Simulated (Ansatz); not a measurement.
Process, species as SMILES: N#[C] (C-N) → CN- (singlet, bonded as [C]#N) (an electron is taken up)
B3LYP-D3(BJ)/def2-TZVP geometries, fixed; electronic energies without zero-point terms; positive where energy is released.

Basis-set convergence of the adiabatic electron affinity at PBE with Ansatz (a first-principles code). Cartesian d functions, on some or all atoms, in 6-31+G*; all else is spherical. The program fits the integrals of some runs and decomposes those of others, by size. Open shells are unrestricted. No added dispersion term, no relativity. Functions are those of the species that has most. Reference: the value in aug-cc-pV5Z, 3.760 eV, itself unsure by roughly 0.006 eV (its mean distance from aug-pcseg-3, aug-cc-pVQZ, def2-QZVPPD).

```tsv
basis	functions	adiabatic electron affinity (eV)
3-21G	18	?
6-31G	18	2.728
cc-pVDZ	28	?
def2-SVP	28	?
pcseg-1	28	3.242
6-311G**	36	3.201
6-31+G*	38	3.751
6-311+G**	44	3.783
aug-cc-pVDZ	46	3.753
6-311++G(2d,2p)	54	3.786
cc-pVTZ	60	3.392
def2-TZVPPD	74	3.717
aug-pcseg-2	92	3.764
cc-pVQZ	110	3.564
pcseg-3	120	3.714
aug-pcseg-3	170	3.761
pcseg-4	202	?
aug-cc-pV5Z	254	3.760
```

Q: What belongs in the gaps?

A: 
- 3-21G, adiabatic electron affinity (eV): 2.330
- cc-pVDZ, adiabatic electron affinity (eV): 2.865
- def2-SVP, adiabatic electron affinity (eV): 3.094
- pcseg-4, adiabatic electron affinity (eV): 3.741
